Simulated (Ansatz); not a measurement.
We consider fcc Rh, described by r²SCAN in Ansatz (PAW).

A relaxed, unreconstructed slab of the (211) face has 24 atoms, two equal faces of 17.699 Å² each and an energy of -153960.7861 eV. A bulk cell of 6 atoms with the same orientation and in-plane k mesh has -38491.6374 eV. Energies are extrapolated to zero smearing.

Run with plane-wave cutoff 500 eV, 8×20×1 k mesh (along the axes of the cell as run), Fermi–Dirac smearing 0.1 eV, scalar-relativistic PAW data made under PBE.

Worked out: γ = (E_slab − N E_bulk per atom)/2A = [-153960.7861 − 24 × (-38491.6374/6)]/(2 × 17.699) = 0.1628 eV/Å². With 16.022 J/m² per eV/Å² this is 2.61 J/m², or 2.88 eV per surface cell and face.

Ansatz is a quantum-chemistry and plane-wave program.
